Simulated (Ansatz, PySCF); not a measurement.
Molecule: formaldehyde, CH2O, charge 0, multiplicity 1. 
Structure (B3LYP-D3(BJ)/def2-TZVP (Ansatz, an electronic-structure program) minimum search):
```
C
O 1 1.1989
H 1 1.1075 2 122.05
H 1 1.1075 3 115.91 2 180.00
```
Charge 0, spin multiplicity 1.

Dipole moments at this geometry, in debye (magnitudes).

```tsv
level	program	dipole (D)
HF/def2-TZVPD	PySCF	2.81
PBE/def2-TZVPD	Ansatz	2.20
BLYP/def2-TZVPD	Ansatz	2.24
BP86/def2-TZVPD	PySCF	2.21
TPSS/def2-TZVPD	PySCF	[?]
r2SCAN/def2-TZVPD	Ansatz	2.29
B97M-V/def2-TZVPD	Ansatz	2.24
PBE0/def2-TZVPD	PySCF	2.38
r2SCAN0/def2-TZVPD	Ansatz	2.43
M06-2X/def2-TZVPD	PySCF	2.45
LC-wPBE/def2-TZVPD	Ansatz	2.48
wB97M-V/def2-TZVPD	Ansatz	2.40
CCSD(T)/aug-cc-pVDZ	Ansatz	[?]
```

Question: Complete the blanks.

Answer: 
- TPSS/def2-TZVPD, dipole (D): 2.25
- CCSD(T)/aug-cc-pVDZ, dipole (D): 2.32

Measured: 2.33 D (NIST CCCBDB, as tabulated in the package chemicals), a vibrational average. This is an older compilation, not checked against later work.
